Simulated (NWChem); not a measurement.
The numbers come from NWChem runs, not from measurements. System: N (+1), charge 1, spin multiplicity 3. Its SCF solution wasn't tested for a lower state. Level: UB3LYP/def2-TZVP, VWN1-RPA local correlation.

Input file:

```
start mol
memory heap 200 mb stack 900 mb global 1100 mb
charge 1
geometry units angstroms nocenter noautoz
  N      0.000000     0.000000     0.000000
  symmetry group D2h
end
basis spherical
  * library def2-tzvp
end
dft
  xc b3lyp
  odft
  mult 3
  semidirect memsize 60000000 filesize 0
  iterations 100
end
task dft energy
```

NWChem printed:

```
             Northwest Computational Chemistry Package (NWChem) 7.3.0
             --------------------------------------------------------

                                NWChem Input Module
                                -------------------

 Scaling coordinates for geometry "geometry" by  1.889725989
 (inverse scale =  0.529177249)

                             Geometry "geometry" -> ""
                             -------------------------

 Output coordinates in angstroms (scale by  1.889725989 to convert to a.u.)

  No.       Tag          Charge          X              Y              Z
 ---- ---------------- ---------- -------------- -------------- --------------
    1 N                    7.0000     0.00000000     0.00000000     0.00000000

 Effective nuclear repulsion energy (a.u.)       0.0000000000

            Nuclear Dipole moment (a.u.)
            ----------------------------
        X                 Y               Z
 ---------------- ---------------- ----------------
     0.0000000000     0.0000000000     0.0000000000

      Symmetry information
      --------------------

 Group name             D2h
 Group number             26
 Group order               8
 No. of unique centers     1

      Symmetry unique atoms

     1


 Summary of "ao basis" -> "" (spherical)
 ------------------------------------------------------------------------------
       Tag                 Description            Shells   Functions and Types
 ---------------- ------------------------------  ------  ---------------------
 *                         def2-tzvp                  on all atoms

                                 NWChem DFT Module
                                 -----------------

 Summary of "ao basis" -> "ao basis" (spherical)
 ------------------------------------------------------------------------------
       Tag                 Description            Shells   Functions and Types
 ---------------- ------------------------------  ------  ---------------------
 N                         def2-tzvp                11       31   5s3p2d1f

 Summary of "ao basis" -> "ao basis" (spherical)
 ------------------------------------------------------------------------------
       Tag                 Description            Shells   Functions and Types
 ---------------- ------------------------------  ------  ---------------------
 N                         def2-tzvp                11       31   5s3p2d1f

      Symmetry analysis of basis
      --------------------------

        ag          9
        au          1
        b1g         2
        b1u         5
        b2g         2
        b2u         5
        b3g         2
        b3u         5

            General Information
            -------------------
          SCF calculation type: DFT
          Wavefunction type:  spin polarized.
          No. of atoms     :     1
          No. of electrons :     6
           Alpha electrons :     4
            Beta electrons :     2
          Charge           :     1
          Spin multiplicity:     3
          Use of symmetry is: on ; symmetry adaption is: on
          Maximum number of iterations: 100
          AO basis - number of functions:    31
                     number of shells:    11
          Convergence on energy requested:  1.00D-06
          Convergence on density requested:  1.00D-05
          Convergence on gradient requested:  5.00D-04

              XC Information
              --------------
                         B3LYP Method XC Potential
                     Hartree-Fock (Exact) Exchange  0.200
                        Slater Exchange Functional  0.800 local
                    Becke 1988 Exchange Functional  0.720 non-local
              Lee-Yang-Parr Correlation Functional  0.810
                  VWN I RPA Correlation Functional  0.190 local

             Grid Information
             ----------------
          Grid used for XC integration:  medium
          Radial quadrature: Mura-Knowles
          Angular quadrature: Lebedev.
          Tag              B.-S. Rad. Rad. Pts. Rad. Cut. Ang. Pts.
          ---              ---------- --------- --------- ---------
          N                   0.65       49           4.0       434
          Grid pruning is: on
          Number of quadrature shells:    49
          Spatial weights used:  Erf1

          Convergence Information
          -----------------------
          Convergence aids based upon iterative change in
          total energy or number of iterations.
          Levelshifting, if invoked, occurs when the
          HOMO/LUMO gap drops below (HL_TOL):  1.00D-02
          DIIS, if invoked, will attempt to extrapolate
          using up to (NFOCK): 10 stored Fock matrices.

                    Damping( 0%)  Levelshifting(0.5)       DIIS
                  --------------- ------------------- ---------------
          dE  on:    start            ASAP                start
          dE off:    2 iters        100 iters           100 iters

      Screening Tolerance Information
      -------------------------------
          Density screening/tol_rho:  1.00D-10
          AO Gaussian exp screening on grid/accAOfunc:  14
          CD Gaussian exp screening on grid/accCDfunc:  20
          XC Gaussian exp screening on grid/accXCfunc:  20
          Schwarz screening/accCoul:  1.00D-08

      Superposition of Atomic Density Guess
      -------------------------------------

 Sum of atomic energies:         -54.31155181

 Renormalizing density from       7.00 to      6

      Non-variational initial energy
      ------------------------------
[...]
   -------------------------------------------------------

 !! scf_movecs_sym_adapt:   26 vectors were symmetry contaminated

  Symmetry fudging

 !! scf_movecs_sym_adapt:   26 vectors were symmetry contaminated

  Numbering of irreducible representations:

     1 ag          2 au          3 b1g         4 b1u         5 b2g
     6 b2u         7 b3g         8 b3u

  Orbital symmetries:

     1 ag          2 ag          3 b1u         4 b3u         5 b2u
     6 ag          7 b3u         8 b2u         9 b1u        10 b1g
    11 b3g        12 ag         13 ag         14 b2g

   Symmetry analysis of molecular orbitals - initial beta
   ------------------------------------------------------

 !! scf_movecs_sym_adapt:   26 vectors were symmetry contaminated

  Symmetry fudging

 !! scf_movecs_sym_adapt:   26 vectors were symmetry contaminated

  Numbering of irreducible representations:

     1 ag          2 au          3 b1g         4 b1u         5 b2g
     6 b2u         7 b3g         8 b3u

  Orbital symmetries:

     1 ag          2 ag          3 b1u         4 b3u         5 b2u
     6 ag          7 b3u         8 b2u         9 b1u        10 b1g
    11 b3g        12 ag         13 ag         14 b2g

------------------------------------------------------------
EAF file 0: "./mol.aoints.0" size=524288 bytes
------------------------------------------------------------
               write      read    awrite     aread      wait
               -----      ----    ------     -----      ----
     calls:        1         0         0         0         0
   data(b): 5.24e+05  0.00e+00  0.00e+00  0.00e+00
   time(s): 0.00e+00  0.00e+00  0.00e+00  0.00e+00  0.00e+00
rate(mb/s): 0.00e+00  0.00e+00
------------------------------------------------------------

 !! scf_movecs_sym_adapt:   14 vectors were symmetry contaminated

  Symmetry fudging

 !! scf_movecs_sym_adapt:   14 vectors were symmetry contaminated

 !! scf_movecs_sym_adapt:   14 vectors were symmetry contaminated

  Symmetry fudging

 !! scf_movecs_sym_adapt:   14 vectors were symmetry contaminated

   convergence    iter        energy       DeltaE   RMS-Dens  Diis-err    time
 ---------------- ----- ----------------- --------- --------- ---------  ------
 d= 0,ls=0.0,diis     1    -54.0542991094 -5.41D+01  3.94D-03  1.28D-01     0.2
                                                     4.57D-03  1.06D-01

 !! scf_movecs_sym_adapt:    4 vectors were symmetry contaminated

  Symmetry fudging

 !! scf_movecs_sym_adapt:    4 vectors were symmetry contaminated

  Symmetry fudging
 d= 0,ls=0.0,diis     2    -54.0650809081 -1.08D-02  8.08D-04  2.45D-03     0.2
                                                     2.73D-04  1.18D-03

 !! scf_movecs_sym_adapt:    4 vectors were symmetry contaminated

  Symmetry fudging

 !! scf_movecs_sym_adapt:    2 vectors were symmetry contaminated

  Symmetry fudging
 d= 0,ls=0.0,diis     3    -54.0654937856 -4.13D-04  1.35D-04  5.66D-05     0.2
                                                     1.92D-04  6.70D-05

 !! scf_movecs_sym_adapt:    4 vectors were symmetry contaminated

  Symmetry fudging
 d= 0,ls=0.0,diis     4    -54.0655169682 -2.32D-05  2.75D-05  2.28D-06     0.3
                                                     4.40D-06  3.17D-07

 !! scf_movecs_sym_adapt:    6 vectors were symmetry contaminated

  Symmetry fudging

 !! scf_movecs_sym_adapt:    2 vectors were symmetry contaminated

  Symmetry fudging
 d= 0,ls=0.0,diis     5    -54.0655175551 -5.87D-07  6.29D-07  5.25D-10     0.3
                                                     7.69D-07  8.92D-10

         Total DFT energy =      -54.065517555143
      One electron energy =      -70.082375062163
           Coulomb energy =       22.395150144969
    Exchange-Corr. energy =       -6.378292637949
 Nuclear repulsion energy =        0.000000000000

 Numeric. integr. density =        5.999999960542

     Total iterative time =      0.1s

                  Occupations of the irreducible representations
                  ----------------------------------------------

                     irrep           alpha         beta
                     --------     --------     --------
                     ag                2.0          2.0
                     au                0.0          0.0
                     b1g               0.0          0.0
                     b1u               1.0          0.0
                     b2g               0.0          0.0
                     b2u               0.0          0.0
                     b3g               0.0          0.0
                     b3u               1.0          0.0

                    DFT Final Alpha Molecular Orbital Analysis
                    ------------------------------------------

 Vector    2  Occ=1.000000D+00  E=-1.312068D+00  Symmetry=ag
              MO Center=  3.1D-16,  3.6D-17, -1.4D-16, r^2= 5.1D-01
   Bfn.  Coefficient  Atom+Function         Bfn.  Coefficient  Atom+Function
  ----- ------------  ---------------      ----- ------------  ---------------
     4      0.547125  1 N  s                  3      0.487070  1 N  s
     2     -0.275593  1 N  s                  1     -0.120189  1 N  s
     5      0.095478  1 N  s

 Vector    3  Occ=1.000000D+00  E=-8.765921D-01  Symmetry=b1u
              MO Center= -1.4D-32, -1.1D-32,  1.3D-16, r^2= 5.5D-01
   Bfn.  Coefficient  Atom+Function         Bfn.  Coefficient  Atom+Function
  ----- ------------  ---------------      ----- ------------  ---------------
     8      0.571020  1 N  pz                11      0.452624  1 N  pz
    14      0.138582  1 N  pz

 Vector    4  Occ=1.000000D+00  E=-8.765921D-01  Symmetry=b3u
              MO Center= -3.2D-16,  2.7D-32,  2.9D-32, r^2= 5.5D-01
   Bfn.  Coefficient  Atom+Function         Bfn.  Coefficient  Atom+Function
  ----- ------------  ---------------      ----- ------------  ---------------
     6      0.571020  1 N  px                 9      0.452624  1 N  px
    12      0.138582  1 N  px

 Vector    5  Occ=0.000000D+00  E=-7.219356D-01  Symmetry=b2u
              MO Center=  2.3D-16,  8.7D-15,  1.6D-16, r^2= 6.1D-01
   Bfn.  Coefficient  Atom+Function         Bfn.  Coefficient  Atom+Function
  ----- ------------  ---------------      ----- ------------  ---------------
     7      0.533761  1 N  py                10      0.457884  1 N  py
    13      0.183290  1 N  py

 Vector    6  Occ=0.000000D+00  E=-1.054233D-01  Symmetry=ag
              MO Center= -1.1D-14, -1.3D-15, -9.9D-15, r^2= 2.7D+00
   Bfn.  Coefficient  Atom+Function         Bfn.  Coefficient  Atom+Function
  ----- ------------  ---------------      ----- ------------  ---------------
     5      1.950066  1 N  s                  4     -1.562433  1 N  s
     2      0.122421  1 N  s                  3     -0.082034  1 N  s
     1      0.056499  1 N  s

 Vector    7  Occ=0.000000D+00  E=-1.204483D-02  Symmetry=b1u
              MO Center= -1.6D-33, -3.2D-31,  1.0D-14, r^2= 2.9D+00
   Bfn.  Coefficient  Atom+Function         Bfn.  Coefficient  Atom+Function
  ----- ------------  ---------------      ----- ------------  ---------------
    14      1.249739  1 N  pz                11     -0.537798  1 N  pz
     8     -0.299755  1 N  pz

                     DFT Final Beta Molecular Orbital Analysis
                     -----------------------------------------

 Vector    1  Occ=1.000000D+00  E=-1.503435D+01  Symmetry=ag
              MO Center=  1.7D-38, -2.7D-38,  1.5D-38, r^2= 2.0D-02
   Bfn.  Coefficient  Atom+Function         Bfn.  Coefficient  Atom+Function
  ----- ------------  ---------------      ----- ------------  ---------------
     2      0.628174  1 N  s                  1      0.449007  1 N  s
     3      0.028018  1 N  s

 Vector    2  Occ=1.000000D+00  E=-1.161745D+00  Symmetry=ag
              MO Center= -1.0D-16, -5.4D-16, -1.1D-16, r^2= 5.5D-01
   Bfn.  Coefficient  Atom+Function         Bfn.  Coefficient  Atom+Function
  ----- ------------  ---------------      ----- ------------  ---------------
     4      0.548076  1 N  s                  3      0.443964  1 N  s
     2     -0.263256  1 N  s                  5      0.138098  1 N  s
     1     -0.116178  1 N  s

 Vector    3  Occ=0.000000D+00  E=-6.726014D-01  Symmetry=b2u
              MO Center= -3.4D-32,  5.4D-16, -3.5D-32, r^2= 6.5D-01
   Bfn.  Coefficient  Atom+Function         Bfn.  Coefficient  Atom+Function
  ----- ------------  ---------------      ----- ------------  ---------------
     7      0.521950  1 N  py                10      0.448143  1 N  py
    13      0.212571  1 N  py

 Vector    4  Occ=0.000000D+00  E=-6.023459D-01  Symmetry=b3u
              MO Center=  1.0D-16, -8.1D-33, -6.7D-33, r^2= 7.0D-01
   Bfn.  Coefficient  Atom+Function         Bfn.  Coefficient  Atom+Function
  ----- ------------  ---------------      ----- ------------  ---------------
     6      0.505576  1 N  px                 9      0.433250  1 N  px
    12      0.253583  1 N  px

 Vector    5  Occ=0.000000D+00  E=-6.023459D-01  Symmetry=b1u
              MO Center= -5.8D-33, -2.2D-32,  1.1D-16, r^2= 7.0D-01
   Bfn.  Coefficient  Atom+Function         Bfn.  Coefficient  Atom+Function
  ----- ------------  ---------------      ----- ------------  ---------------
     8      0.505576  1 N  pz                11      0.433250  1 N  pz
    14      0.253583  1 N  pz

   alpha - beta orbital overlaps
   -----------------------------

   alpha      1      2      3      4      5      6      7      8      9     10
    beta      1      2      5      4      3      6      9      8      7     14
 overlap   1.000  0.999  0.994  0.994  1.000  0.999  0.994  0.994  1.000  1.000

   alpha     11     12     13     14     15     16     17     18     19     20
    beta     13     11     12     10     15     17     18     16     23     22
 overlap   1.000  1.000  1.000  0.999  0.999  0.999  0.999  1.000  1.000  1.000

   alpha     21     22     23     24     25     26     27     28     29     30
    beta     24     25     20     21     19     30     29     27     28     26
 overlap   1.000  1.000  1.000  1.000  1.000  1.000  1.000  1.000  1.000  1.000

   alpha     31
    beta     31
 overlap   1.000

     --------------------------
     Expectation value of S2:
     --------------------------
      <S2> =      2.0026 (Exact =     2.0000)

 Task  times  cpu:        0.2s     wall:        0.2s

 Total times  cpu:        0.3s     wall:        0.3s
```
